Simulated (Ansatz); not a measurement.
Input for Ansatz (an electronic-structure program): R-PBE0/def2-TZVPPD on NH3 (SMILES N). Files ending in .json are basis or fitting sets from the Basis Set Exchange.

Ansatz 0.2 input:
```yaml
crystal:
  periodic: [false, false, false]
  atoms:
    - {symbol: N, position_ang: [0.00000000, 0.00000000, 0.11289000]}
    - {symbol: H, position_ang: [0.00000000, 0.93802400, -0.26340900]}
    - {symbol: H, position_ang: [0.81235300, -0.46901200, -0.26340900]}
    - {symbol: H, position_ang: [-0.81235300, -0.46901200, -0.26340900]}
basis:
  gaussian:
    orbitals: def2-TZVPPD.json
hamiltonian:
  xc: {name: PBE0}
scf: {lower_state_search: off}
```

It printed:

```
WARN ansatz: RAYON_NUM_THREADS=2 ignored (pool sized by the plan → 2); use --threads N
Functional definition: PBE0
these checks for a lower state are left out or cut short: stability, starts, cluster_reference, orbital_swaps, neighbouring_geometries, increment
integrals: 0.01 GiB planned
356 factors; their error is unknown
mean field: 0.16 GiB planned
mean field evaluation 1: about -1532.5311 eV, gradient 5.4e1 eV
mean field evaluation 2: about -1526.4565 eV, gradient 7.2e1 eV
mean field evaluation 4: about -1537.9113 eV, gradient 3.5e-1 eV
mean field evaluation 8: about -1537.9128 eV, gradient 7.7e-4 eV
mean field -1537.91281119 eV, -56.5172533763 hartree, gradient 5.2e-6 eV, S^2 0.000000; 0 other end points of the search recorded, 0 dependent functions left out
reference -1537.91283104 eV, -56.5172541061 hartree; 5, 5 occupied and 83, 83 virtual orbitals, 356 factors
Total energy: -1537.91283104 eV, -56.5172541061 hartree
Checks for a lower state left out: stability, starts, cluster_reference, orbital_swaps, neighbouring_geometries, increment
```

The calculation finished and met its thresholds.

Cost: roughly 0.4 core-seconds.
